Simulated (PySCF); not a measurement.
These are TPSSh-D3(BJ)/def2-TZVP // PBE0-D3(BJ)/def2-TZVP (PySCF) values and carry that method's errors. Isolated molecules, 0 K electronic values unless said otherwise. Delta-SCF ions had no search for a lower state. Excitations are Tamm–Dancoff values on a coarser integration grid. The basis has no diffuse functions, so Rydberg states are missing or too high.

Reference species (SMILES): `FB(F)F` (neutral, multiplicity 1).

| Property | Value |
|---|---|
| HOMO | -11.01 eV |
| T1 excitation (TDA) | 10.17 eV |
| vertical ionisation energy (Delta-SCF) | 14.78 eV |
| HOMO–LUMO gap | 11.18 eV |

After one change: the HOMO increases by 1.63 eV; the T1 excitation (TDA) decreases by 2.36 eV; the vertical ionisation energy (Delta-SCF) falls by 2.15 eV; the HOMO–LUMO gap falls by 1.89 eV.

Task: What was changed between the two runs? The new species is one of these.
A. `CB(F)F`
B. `CB(C)C`
C. `CB(C)F`

Result: A, `CB(F)F`
